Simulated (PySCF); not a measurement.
Cl₄Si, charge -1, multiplicity 2. Atoms are numbered in the order given.

```xyz
5

Cl    -1.6713     0.0000     0.9790
Si     0.0000     0.0000    -0.3537
Cl     1.6713     0.0000     0.9790
Cl     0.0000    -2.2220    -0.8334
Cl     0.0000     2.2220    -0.8334
```
Charge -1, spin multiplicity 2.

The structure is a stationary point at PBE0-D3(BJ)/def2-SVPD. The spin state was assumed, not searched. The isomer is the one that the SMILES or the coordinates give; other isomers of the formula were not compared.

Calculation: SMD-PBE0/def2-SVPD (PySCF).

Solvation free energies are E(SMD) − E(gas) at the gas-phase geometry, for 1 M in both phases.

Question: Estimate the solvation free energies in water, methanol, acetonitrile. (The exact figures need the calculation; the answer reports its results.)

Answer: 
```csv
solvent,ΔG(solv) (kcal/mol),its non-electrostatic (CDS) part
water,-42.6,1.5
methanol,-46.6,-3.4
acetonitrile,-46.2,-2.9
```
